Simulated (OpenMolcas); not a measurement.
## How methods differ on C3H9P (trimethylphosphine)

C3H9P: 13 atoms, total charge 0, spin state singlet. As SMILES, `CP(C)C`. Geometry: relaxed at PBE0-D4/def2-TZVP.

Quantity: the HOMO–LUMO gap, in eV. The values are calculated.

| level | kind | program | value (eV) | CPU time |
| --- | --- | --- | --- | --- |
| HF/6-31G* (spherical functions) | Hartree–Fock | OpenMolcas | 14.40 | 7.3 s |
| SVWN5/6-31G* (spherical functions) | LDA | OpenMolcas | 6.04 | 41 s |
| BLYP/6-31G* (spherical functions) | GGA | OpenMolcas | 6.14 | 49 s |
| PBE/6-31G* (spherical functions) | GGA | OpenMolcas | 6.15 | 49 s |
| revPBE/6-31G* (spherical functions) | GGA | OpenMolcas | 6.21 | 49 s |
| M06-L/6-31G* (spherical functions) | meta-GGA | OpenMolcas | 6.74 | 63 s |
| r2SCAN/6-31G* (spherical functions) | meta-GGA | OpenMolcas | 6.66 | 62 s |
| B3LYP/6-31G* (spherical functions) | global hybrid | OpenMolcas | 7.81 | 51 s |

The values span 6.04 to 14.40 eV. Orbital gaps aren't excitation energies; they tend to grow with the share of exact exchange. CPU times are rough (shared hosts, several kinds of processor and program).
